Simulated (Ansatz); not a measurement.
A CCSD(T) single point on CH2F2NP (`FC(F)=NP`).

```yaml
crystal:
  periodic: [false, false, false]
  atoms:
    - {symbol: F, position_ang: [1.345891, -0.463097, 1.144312]}
    - {symbol: C, position_ang: [0.285514, -1.001967, 0.567762]}
    - {symbol: F, position_ang: [0.070351, -2.168827, 1.121497]}
    - {symbol: N, position_ang: [-0.407322, -0.525535, -0.329451]}
    - {symbol: P, position_ang: [-0.089164, 0.917438, -1.192273]}
    - {symbol: H, position_ang: [0.285218, 1.797500, -0.136035]}
    - {symbol: H, position_ang: [-1.429289, 1.376487, -1.221512]}
basis:
  gaussian: {orbitals: def2-TZVPP}
correlation: {method: ccsd_t}
output: {orbitals: {seedname: orbitals}}
```

```sh
$ ansatz run in.yaml --threads 2 --pin off --events-out ev --progress --plain --max-ram 4352MiB
```

Log, shortened:

```
Functional definition: HF
1223 factors; integrals over basis functions are off by at most 7.5e-4 eV
mean field evaluation 1: about -17226.8074 eV, gradient 4.2e1 eV
mean field evaluation 2: about -17227.1184 eV, gradient 4.2e1 eV
mean field evaluation 4: about -17230.6273 eV, gradient 4.0e0 eV
mean field evaluation 8: about -17230.7083 eV, gradient 5.4e-1 eV
mean field evaluation 16: about -17230.7102 eV, gradient 1.3e-6 eV
mean field -17230.71020610 eV, -633.2169206794 hartree, gradient 1.3e-6 eV, S^2 0.000000; 0 other end points of the search recorded, 0 dependent functions left out
9 core orbitals not correlated: weight in the atoms' cores, before any rotation towards them, 1.000 or more for the frozen orbitals, at most 0.000 for the correlated occupied ones
reference -17230.71020610 eV, -633.2169206794 hartree; 15, 15 occupied and 170, 170 virtual orbitals, 1223 factors
second order -27.02148690 eV of doubles, -0.00000000 eV of singles
cycle   1  -26.80443988 eV  change    2.2e-1 eV  update   1.2e-1
cycle   2  -27.47179114 eV  change   -6.7e-1 eV  update   3.6e-2
cycle   3  -27.62398669 eV  change   -1.5e-1 eV  update   1.8e-2
cycle   4  -27.60393992 eV  change    2.0e-2 eV  update   4.1e-3
cycle   5  -27.60126420 eV  change    2.7e-3 eV  update   1.7e-3
cycle   6  -27.60245531 eV  change   -1.2e-3 eV  update   5.5e-4
cycle   7  -27.60215773 eV  change    3.0e-4 eV  update   2.0e-4
cycle   8  -27.60201581 eV  change    1.4e-4 eV  update   8.0e-5
cycle   9  -27.60205440 eV  change   -3.9e-5 eV  update   2.9e-5
cycle  10  -27.60206529 eV  change   -1.1e-5 eV  update   1.2e-5
perturbative correction -1.08047093 eV, -0.0397065743 hartree
Total energy: -17259.39274232 eV, -634.2709844436 hartree
```

It took 100 s on 2 threads of an Arm Neoverse V1 on a shared host, with 2.4 GiB of host memory at the peak.

Correlation energy per correlated electron: -0.956 eV. T1 diagnostic: 0.0138.
